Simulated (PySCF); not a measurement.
ClF⁺: frontier orbitals

PBE0 at R = 1.559 Å; Cl def2-SVPD, F def2-SVPD; no relativity (PySCF 2.14). State: ²Π (doublet), unpaired electrons π ↑. Only the outer orbitals are listed, counted within each symmetry.

```tsv
spin	orbital	occ.	ε (eV)	on Cl (%)	main shells (%)
α	5σ	1	-45.51	14	81 F s, 10 Cl s
α	6σ	1	-34.19	78	78 Cl s, 14 F s
α	7σ	1	-25.65	40	55 F p, 31 Cl p, 9 Cl s
α	2π	1	-24.99	30	69 F p, 29 Cl p
α	2π	1	-24.15	23	76 F p, 22 Cl p
α	3π	1	-20.66	72	72 Cl p, 29 F p
α	3π	1	-19.40	78	78 Cl p, 23 F p
α	8σ	0	-12.29	76	66 Cl p, 26 F p
β	5σ	1	-44.99	14	81 F s, 9 Cl s
β	6σ	1	-32.95	76	76 Cl s, 14 F s, 9 F p
β	7σ	1	-25.22	43	53 F p, 30 Cl p, 12 Cl s
β	2π	1	-23.92	22	77 F p, 21 Cl p
β	2π	1	-23.18	21	78 F p, 19 Cl p
β	3π	1	-19.01	79	79 Cl p, 22 F p
β	3π	0	-15.94	80	80 Cl p, 20 F p
β	8σ	0	-11.83	76	65 Cl p, 26 F p
```

**Question.** Which are the highest filled and the lowest empty level, where do they sit, and how wide is the gap?

**Answer.** Highest filled β 3π at -19.01 eV (in %: 79 Cl p, 22 F p); lowest empty β 3π at -15.94 eV (in %: 80 Cl p, 20 F p); the gap at PBE0 is 3.07 eV. Both belong to one degenerate shell, split only by its one-sided filling, so this is no excitation gap.

```
bond order (Mayer)                                                                                                : 1.16
⟨S²⟩                                                                                                              : 0.753
charge on Cl (Mulliken, basis-dependent)                                                                          : 1.10
charge on Cl (Löwdin, basis-dependent)                                                                            : 1.34
dipole moment (positive dipole points towards F; it is taken about the centre of mass and depends on that origin) : -1.85 D
polarisability along the bond                                                                                     : 18.7 bohr³
polarisability across the bond                                                                                    : 10.6 bohr³
```

The state was picked by a PBE0 search and need not be the measured ground state.
